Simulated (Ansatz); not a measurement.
**Ge–Al–OH, triplet: the ladder up to UCCSDT(Q)**

Geometry: displaced at random from a stationary point.

```xyz
4

Al    0.0023   -0.0018   -0.4356
Ge    0.0015   -0.0180   -2.8659
O     0.0495    0.0413    1.1621
H    -0.0533   -0.0215    2.1395
```

Basis cc-pVDZ; Ansatz 0.2.0. Correlated methods freeze the noble-gas cores and the filled d shells of p-block atoms, which leaves 14 electrons in 44 orbitals. Prefix R: restricted or restricted open-shell reference; prefix U: unrestricted. No spin–orbit coupling is included, and no scalar relativity.

Full CI isn't at hand for all of this; UCCSDT(Q) serves as the reference, and is uncertain by the last step of the cluster series or more. The frozen core follows each run's orbitals, which can shift R against U totals by a few meV for light atoms and by up to 0.1 eV past Ca.

```
UHF ⟨S²⟩                          : 2.015
T1 diagnostic (RCCSD)             : 0.0200
largest doubles amplitude (RCCSD) : 0.070
T1 diagnostic (UCCSD)             : 0.0203
```

```
   level  E − E(UHF) (eV)
    UMP2          -7.9495
   UCCSD          -8.6357
UCCSD(T)          -8.8836
```

Task: Estimate how far UCCSDT(Q) in cc-pVDZ lies from UCCSD(T). The table doesn't fix it; the size of (T) and the diagnostics are the guide.

Result: UCCSDT(Q) in cc-pVDZ lies 2.37 mEh below UCCSD(T), which is 26 % of the (T) step (-9.11 mEh). The diagnostics give no warning, yet the rest is a sizeable part of (T). The miss exceeds 1 kcal/mol.

The other levels:

```
 level  E − E(UCCSDT(Q)) (mEh)  wall time
UCCSDT                    1.07          –
```

Run but not shown, since their state, orbitals or frozen core can't be matched to the reference's or they repeat it: RHF, RMP2, CISD, RCCSD, RCCSD(T), BCCD(T), RCCSDT, RCCSDT(Q).
